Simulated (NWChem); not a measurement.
System: NH2, doublet; SMILES [NH2]

NWChem input:

```
start job
memory heap 200 mb stack 900 mb global 1100 mb
geometry units angstroms
  N      0.000000     0.000000     0.166678
  H      0.804064     0.000000    -0.471843
  H     -0.804064     0.000000    -0.471843
end
basis spherical
  N library def2-svp
  H library def2-svp
end
dft
  odft
  mult 2
  xc xcamb88 1.00 lyp 0.81 vwn_5 0.19 hfexch 1.00
  cam 0.33 cam_alpha 0.19 cam_beta 0.46
  iterations 150
end
driver
  maxiter 120
end
task dft optimize
task dft freq
```

NWChem printed, in part:

```
             Northwest Computational Chemistry Package (NWChem) 7.3.0
             --------------------------------------------------------

 C2V symmetry detected

                             Geometry "geometry" -> ""
                             -------------------------

 Output coordinates in angstroms (scale by  1.889725989 to convert to a.u.)

  No.       Tag          Charge          X              Y              Z
 ---- ---------------- ---------- -------------- -------------- --------------
    1 N                    7.0000     0.00000000     0.00000000     0.14189356
    2 H                    1.0000     0.80406400     0.00000000    -0.49662744
    3 H                    1.0000    -0.80406400     0.00000000    -0.49662744

 Effective nuclear repulsion energy (a.u.)       7.5444893523

      Symmetry information
      --------------------

 Group name             C2v
 Group number             16
 Group order               4
 No. of unique centers     2

                                Z-matrix (autoz)
                                --------

 Units are Angstrom for bonds and degrees for angles

      Type          Name      I     J     K     L     M      Value
      ----------- --------  ----- ----- ----- ----- ----- ----------
    1 Stretch                  1     2                       1.02676
    2 Stretch                  1     3                       1.02676
    3 Bend                     2     1     3               103.09262

                           NWChem Geometry Optimization
                           ----------------------------

 maximum gradient threshold         (gmax) =   0.000450
 rms gradient threshold             (grms) =   0.000300
 maximum cartesian step threshold   (xmax) =   0.001800
 rms cartesian step threshold       (xrms) =   0.001200
 fixed trust radius                (trust) =   0.300000
 source of zmatrix                         =   autoz

          -------------------
          Energy Minimization
          -------------------

 Using diagonal initial Hessian
 Scaling for Hessian diagonals: bonds = 1.00  angles = 0.25  torsions = 0.10

          --------
          Step   0

                                 NWChem DFT Module
                                 -----------------

 Summary of "ao basis" -> "ao basis" (spherical)
 ------------------------------------------------------------------------------
       Tag                 Description            Shells   Functions and Types
 ---------------- ------------------------------  ------  ---------------------
 N                          def2-svp                 6       14   3s2p1d
 H                          def2-svp                 3        5   2s1p

      Symmetry analysis of basis
      --------------------------

        a1         11
        a2          2
        b1          7
        b2          4

            General Information
            -------------------
          SCF calculation type: DFT
          Wavefunction type:  spin polarized.
          No. of atoms     :     3
          No. of electrons :     9
           Alpha electrons :     5
            Beta electrons :     4
          Charge           :     0
          Spin multiplicity:     2
          Use of symmetry is: on ; symmetry adaption is: on
          Maximum number of iterations: 150
          AO basis - number of functions:    24
                     number of shells:    12
          Convergence on energy requested:  1.00D-06
          Convergence on density requested:  1.00D-05
          Convergence on gradient requested:  5.00D-04

              XC Information
              --------------
                     Hartree-Fock (Exact) Exchange  1.000
                   CAM-Becke88 Exchange Functional  1.000
                      VWN V Correlation Functional  0.190 local
              Lee-Yang-Parr Correlation Functional  0.810

           Range-Separation Parameters
           ---------------------------
           Alpha           :  0.19
           Beta            :  0.46
           Gamma           :  0.33
           Short-Range HF  :     F

             Grid Information
             ----------------
          Grid used for XC integration:  medium
          Radial quadrature: Mura-Knowles
          Angular quadrature: Lebedev.
          Tag              B.-S. Rad. Rad. Pts. Rad. Cut. Ang. Pts.
          ---              ---------- --------- --------- ---------
          N                   0.65       49           6.0       434
          H                   0.35       45           7.0       434
          Grid pruning is: on
          Number of quadrature shells:    94
          Spatial weights used:  Erf1

      Superposition of Atomic Density Guess
      -------------------------------------

 Sum of atomic energies:         -55.24273960

      Non-variational initial energy
      ------------------------------

 Total energy =     -55.307169
 1-e energy   =     -89.222437
 2-e energy   =      26.370779
 HOMO         =      -0.280308
 LUMO         =       0.126018

   Symmetry analysis of molecular orbitals - initial alpha
   -------------------------------------------------------

  Numbering of irreducible representations:

     1 a1          2 a2          3 b1          4 b2

  Orbital symmetries:

     1 a1          2 a1          3 b1          4 a1          5 b2
     6 a1          7 b1          8 b1          9 a1         10 a1
    11 b2         12 b1         13 a1         14 a1         15 a2

   Symmetry analysis of molecular orbitals - initial beta
   ------------------------------------------------------

  Numbering of irreducible representations:

     1 a1          2 a2          3 b1          4 b2

  Orbital symmetries:

     1 a1          2 a1          3 b1          4 a1          5 b2
     6 a1          7 b1          8 b1          9 a1         10 a1
    11 b2         12 b1         13 a1         14 a1         15 a2

   convergence    iter        energy       DeltaE   RMS-Dens  Diis-err
 ---------------- ----- ----------------- --------- --------- ---------
 d= 0,ls=0.0,diis     1    -55.7874109861 -6.33D+01  5.70D-03  3.13D-02
                                                     5.95D-03  2.59D-02
 d= 0,ls=0.0,diis     2    -55.8008261011 -1.34D-02  7.76D-04  1.31D-03
                                                     6.80D-04  9.65D-04
 d= 0,ls=0.0,diis     3    -55.8013841518 -5.58D-04  2.12D-04  2.91D-05
                                                     5.01D-04  9.92D-05
 d= 0,ls=0.0,diis     4    -55.8014333193 -4.92D-05  1.86D-04  3.10D-05
                                                     6.25D-05  2.64D-06
 d= 0,ls=0.0,diis     5    -55.8014435616 -1.02D-05  5.51D-05  3.13D-07
                                                     9.77D-05  4.44D-06
  Resetting Diis
 d= 0,ls=0.0,diis     6    -55.8014462400 -2.68D-06  3.09D-05  9.90D-08
                                                     2.76D-05  9.11D-08
 d= 0,ls=0.0,diis     7    -55.8014464351 -1.95D-07  3.15D-06  2.75D-09
                                                     4.74D-06  2.23D-09

         Total DFT energy =      -55.801446435124
      One electron energy =      -90.177560423193
           Coulomb energy =       34.405104313158
    Exchange-Corr. energy =       -7.573479677411
 Nuclear repulsion energy =        7.544489352323

 Numeric. integr. density =        9.000001501265

                  Occupations of the irreducible representations
                  ----------------------------------------------

                     irrep           alpha         beta
                     --------     --------     --------
                     a1                3.0          3.0
                     a2                0.0          0.0
                     b1                1.0          1.0
                     b2                1.0          0.0

                    DFT Final Alpha Molecular Orbital Analysis
                    ------------------------------------------

 Vector    3  Occ=1.000000D+00  E=-5.347440D-01  Symmetry=b1
              MO Center= -6.3D-16, -1.4D-16, -1.4D-01, r^2= 9.5D-01
   Bfn.  Coefficient  Atom+Function         Bfn.  Coefficient  Atom+Function
  ----- ------------  ---------------      ----- ------------  ---------------
     4      0.483767  1 N  px                15     -0.321712  2 H  s
    20      0.321712  3 H  s                  7     -0.193655  1 N  px
    16     -0.126391  2 H  s                 21      0.126391  3 H  s
    13     -0.030088  1 N  d  1

 Vector    4  Occ=1.000000D+00  E=-3.830365D-01  Symmetry=a1
              MO Center=  1.4D-16, -5.6D-31,  2.8D-01, r^2= 8.4D-01
   Bfn.  Coefficient  Atom+Function         Bfn.  Coefficient  Atom+Function
  ----- ------------  ---------------      ----- ------------  ---------------
     6      0.525634  1 N  pz                 3     -0.406095  1 N  s
     9     -0.337675  1 N  pz                 2     -0.245923  1 N  s
    15      0.183745  2 H  s                 20      0.183745  3 H  s
     1     -0.119815  1 N  s                 16      0.097823  2 H  s
    21      0.097823  3 H  s                 12      0.026338  1 N  d  0

 Vector    5  Occ=1.000000D+00  E=-3.783803D-01  Symmetry=b2
              MO Center= -1.3D-16, -2.7D-16,  1.2D-01, r^2= 7.4D-01
   Bfn.  Coefficient  Atom+Function         Bfn.  Coefficient  Atom+Function
  ----- ------------  ---------------      ----- ------------  ---------------
     5      0.644180  1 N  py                 8     -0.481990  1 N  py

[...]

      ----------------------
      Optimization converged
      ----------------------

  Step       Energy      Delta E   Gmax     Grms     Xrms     Xmax
  ---- ---------------- -------- -------- -------- -------- --------
@    3     -55.80156739 -3.0D-08  0.00000  0.00000  0.00021  0.00037
                                     ok       ok       ok       ok

                                Z-matrix (autoz)
                                --------

 Units are Angstrom for bonds and degrees for angles

      Type          Name      I     J     K     L     M      Value     Gradient
      ----------- --------  ----- ----- ----- ----- ----- ---------- ----------
    1 Stretch                  1     2                       1.03469   -0.00000
    2 Stretch                  1     3                       1.03469   -0.00000
    3 Bend                     2     1     3               101.69004    0.00000

                         Geometry "geometry" -> "geometry"
                         ---------------------------------

 Output coordinates in angstroms (scale by  1.889725989 to convert to a.u.)

  No.       Tag          Charge          X              Y              Z
 ---- ---------------- ---------- -------------- -------------- --------------
    1 N                    7.0000     0.00000000     0.00000000     0.15176243
    2 H                    1.0000     0.80234112     0.00000000    -0.50156188
    3 H                    1.0000    -0.80234112     0.00000000    -0.50156188

 Effective nuclear repulsion energy (a.u.)       7.4898666644

      Symmetry information
      --------------------

 Group name             C2v
 Group number             16
 Group order               4
 No. of unique centers     2

                Final and change from initial internal coordinates
                --------------------------------------------------

                                Z-matrix (autoz)
                                --------

 Units are Angstrom for bonds and degrees for angles

      Type          Name      I     J     K     L     M      Value       Change
      ----------- --------  ----- ----- ----- ----- ----- ---------- ----------
    1 Stretch                  1     2                       1.03469    0.00793
    2 Stretch                  1     3                       1.03469    0.00793
    3 Bend                     2     1     3               101.69004   -1.40258

 ==============================================================================
                                internuclear distances
 ------------------------------------------------------------------------------
       center one      |      center two      | atomic units |  angstroms
 ------------------------------------------------------------------------------
    2 H                |   1 N                |     1.95528  |     1.03469
    3 H                |   1 N                |     1.95528  |     1.03469
 ------------------------------------------------------------------------------
                         number of included internuclear distances:          2
 ==============================================================================

[second-derivative integrals and response iterations left out]

  Vibrational analysis via the FX method

  See chapter 2 in "Molecular Vibrations" by Wilson, Decius and Cross

  Vib: Default input used

 ---------------------------- Atom information ----------------------------
     atom    #        X              Y              Z            mass
 --------------------------------------------------------------------------
    N        1  0.0000000D+00  0.0000000D+00  2.8678941D-01  1.4003070D+01
    H        2  1.5162049D+00  0.0000000D+00 -9.4781452D-01  1.0078250D+00
    H        3 -1.5162049D+00  0.0000000D+00 -9.4781452D-01  1.0078250D+00
 --------------------------------------------------------------------------

[unprojected Hessian and modes left out]

        Vibrational analysis via the FX method
  --- with translations and rotations projected out ---
  --- via the Eckart algorithm                      ---
 Projected Nuclear Hessian trans-rot subspace norm:4.3334D-33
                         (should be close to zero!)

[projected Hessian left out]

 Rotational Constants
 --------------------
 A=  22.414646 cm-1  ( 32.248955 K)
 B=  12.991726 cm-1  ( 18.691778 K)
 C=   8.224648 cm-1  ( 11.833169 K)

 Temperature                      =   298.15K
 frequency scaling parameter      =   1.0000

 Zero-Point correction to Energy  =   11.942 kcal/mol  (  0.019031 au)
 Thermal correction to Energy     =   13.722 kcal/mol  (  0.021867 au)
 Thermal correction to Enthalpy   =   14.314 kcal/mol  (  0.022811 au)

 Total Entropy                    =   45.158 cal/mol-K
   - Translational                =   34.244 cal/mol-K (mol. weight =  16.0187)
   - Rotational                   =   10.904 cal/mol-K (symmetry #  =        2)
   - Vibrational                  =    0.010 cal/mol-K

 Cv (constant volume heat capacity) =    6.027 cal/mol-K
   - Translational                  =    2.979 cal/mol-K
   - Rotational                     =    2.979 cal/mol-K
   - Vibrational                    =    0.068 cal/mol-K

[normal modes left out]

 ----------------------------------------------------------------------------
 Normal Eigenvalue ||           Projected Infra Red Intensities
  Mode   [cm**-1]  || [atomic units] [(debye/angs)**2] [(KM/mol)] [arbitrary]
 ------ ---------- || -------------- ----------------- ---------- -----------
    1       -0.000 ||    0.079276           1.829        77.282      22.302
    2        0.000 ||    0.027199           0.628        26.515       7.652
    3        0.000 ||    0.093073           2.147        90.732      26.183
    4        0.000 ||    0.093073           2.147        90.732      26.183
    5        0.000 ||    0.000994           0.023         0.969       0.280
    6        0.000 ||    0.000002           0.000         0.002       0.001
    7     1528.330 ||    0.015230           0.351        14.847       4.284
    8     3372.050 ||    0.006633           0.153         6.466       1.866
    9     3457.429 ||    0.004446           0.103         4.334       1.251
 ----------------------------------------------------------------------------
```

Level: CAM-B3LYP/def2-SVP, spin-unrestricted. In the optimisation the excess spin sits in b2 (C2v, its own frame). No stability test was run on the SCF state.
